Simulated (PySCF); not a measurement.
Name the molecule from its bond curve

A diatomic of charge +1 contains F. Its doublet curve at PBE0 in a triple-zeta basis (no relativity, PySCF), in eV from the separated fragments:

(R (Å), E (eV)): (1.381, -1.914), (1.445, -2.692), (1.510, -3.112), (1.558, -3.257), (1.606, -3.294), (1.654, -3.249), (1.718, -3.096), (1.799, -2.805), (1.895, -2.378), (2.024, -1.778)

The fit gives ωe = 939 cm⁻¹ and the rotational constant Bₑ = 0.5897 cm⁻¹.

Problem. Which atom is the partner?

Solution. The minimum lies at 1.601 Å, so the reduced mass is 16.8576 u Å² cm⁻¹/(Bₑ·Re²) = 11.15 u. With F at 19.00 u the partner weighs about 27.0 u: Al. The molecule is AlF⁺.

The state was picked by a PBE0 search and need not be the measured ground state.
